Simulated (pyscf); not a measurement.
•H₂Si–Si(SiH₃)(SiH₃)–Cl + H₂ -> H₃Si–Si(SiH₃)(SiH₃)–Cl + H•, a hydrogen abstraction (doublet surface; H–H broken, H–Si formed). Optimised with ωB97X-D3(BJ)/def2-SVP in PySCF. Energies in kcal/mol from the separated reactants.

Small-basis levels: PySCF, no dispersion term, spherical d functions. AM1 to PM7: differences of heats of formation from MOPAC, which are fitted to 298 K values and so differ in kind from electronic energies by zero-point and thermal terms. Open shells are spin-unrestricted. 

```tsv
level	barrier	reaction energy
MP2/6-31G*	21.2	+11.2
SVWN5/6-31G*	11.3	+16.6
M06-2X/6-31G*	22.0	+16.9
B3LYP/6-311+G**	19.3	+18.9
PBE/def2-SVP	14.7	+15.2
B3LYP/def2-SVP	16.9	+16.5
PM3	21.9	+37.6
ωB97M-D3(BJ)/def2-TZVP	19.2	+15.1
```

Against the last row the barrier runs from -7.9 (SVWN5/6-31G*) to +2.8 kcal/mol (M06-2X/6-31G*). At SVWN5/6-31G*, PBE/def2-SVP, PM3 this geometry lies under one side, so the entry may be no barrier of that level: it is a single point on another level's saddle. ωB97M-D3(BJ)/def2-TZVP has limits of its own. •H₂Si–Si(SiH₃)(SiH₃)–Cl lies 6.3 kcal/mol over its isomer H₃Si–Si•(SiH₃)–SiH₂–Cl (electronic energy, ωB97M-D3(BJ)/def2-TZVP). This is the saddle that the search found; another between the same sides may lie lower. The angle at the transferred H is 178°.
